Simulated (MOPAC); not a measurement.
MOPAC input (PM6):

```
PM6 1SCF CHARGE=-1 GEO-OK AUX(PRECISION=9) THREADS=1
C3H2N

C    -0.30533261 1   -1.70728978 1    0.02202826 1
C     0.49586612 1   -0.60667486 1   -0.00020802 1
C    -0.03560035 1    0.72219420 1   -0.00712747 1
H     0.36628103 1   -2.59455723 1    0.02243663 1
H     1.59772456 1   -0.59297275 1   -0.01500254 1
N    -0.41337207 1    1.81973609 1   -0.01365582 1
```

From the last part of the output:

```
                                                       MOPAC v23.2.5 Linux

          FINAL HEAT OF FORMATION =         69.07120 KCAL/MOL =     288.99390 KJ/MOL

          COSMO AREA              =         96.45 SQUARE ANGSTROMS
          COSMO VOLUME            =         78.55 CUBIC ANGSTROMS

          IONIZATION POTENTIAL    =          2.794449 EV
          HOMO LUMO ENERGIES (EV) =         -2.794  6.434
          NO. OF FILLED LEVELS    =         10
          MOLECULAR WEIGHT        =         52.0555         POINT GROUP:  Cs

          MOLECULAR DIMENSIONS (Angstroms)

            Atom       Atom       Distance
            N     6    H     4     4.48276
            H     5    C     1     2.06809
            C     3    C     1     0.00000

          SCF CALCULATIONS        =          1

   ATOM   CHEMICAL          X               Y               Z
  NUMBER   SYMBOL      (ANGSTROMS)     (ANGSTROMS)     (ANGSTROMS)

     1       C         -0.30533261  *  -1.70728978  *   0.02202826  *
     2       C          0.49586612  *  -0.60667486  *  -0.00020802  *
     3       C         -0.03560035  *   0.72219420  *  -0.00712747  *
     4       H          0.36628103  *  -2.59455723  *   0.02243663  *
     5       H          1.59772456  *  -0.59297275  *  -0.01500254  *
     6       N         -0.41337207  *   1.81973609  *  -0.01365582  *

                             CARTESIAN COORDINATES

   1    C       -0.305332610    -1.707289780     0.022028260
   2    C        0.495866120    -0.606674860    -0.000208020
   3    C       -0.035600350     0.722194200    -0.007127470
   4    H        0.366281030    -2.594557230     0.022436630
   5    H        1.597724560    -0.592972750    -0.015002540
   6    N       -0.413372070     1.819736090    -0.013655820

           Empirical Formula: C3 H2 N  =     6 atoms

      MOLECULAR POINT GROUP   :   Cs

                  EIGENVALUES
 -26.37386 -20.18174 -14.85844 -11.01357  -8.87207  -8.71469  -7.64205  -6.73725
  -4.14546  -2.79445   6.43374   6.81954   8.02307   9.38341  10.83438  11.41514
  12.09120  12.88408

              NET ATOMIC CHARGES AND DIPOLE CONTRIBUTIONS

  ATOM NO.   TYPE          CHARGE      No. of ELECS.   s-Pop       p-Pop
    1          C          -0.327694        4.3277     1.45375     2.87394
    2          C          -0.513472        4.5135     1.09287     3.42060
    3          C           0.263497        3.7365     1.14391     2.59259
    4          H          -0.005792        1.0058     1.00579
    5          H           0.101402        0.8986     0.89860
    6          N          -0.517941        5.5179     1.82032     3.69762
 DIPOLE           X         Y         Z       TOTAL
 POINT-CHG.     0.829     0.645    -0.018     1.051
 HYBRID         2.064    -0.067    -0.027     2.065
 SUM            2.893     0.578    -0.045     2.950

          ATOMIC ORBITAL ELECTRON POPULATIONS

     Atom    s        px        py        pz
    1  C   1.45375   1.44898   0.92536   0.49960
    2  C   1.09287   1.04453   0.96471   1.41137
    3  C   1.14391   0.83924   0.92117   0.83219
    4  H   1.00579
    5  H   0.89860
    6  N   1.82032   1.20769   1.23297   1.25695

 **********************
 *                    *
 * JOB ENDED NORMALLY *
 *                    *
 **********************

 == MOPAC DONE ==
```

The dipole moment of an ion depends on the origin.
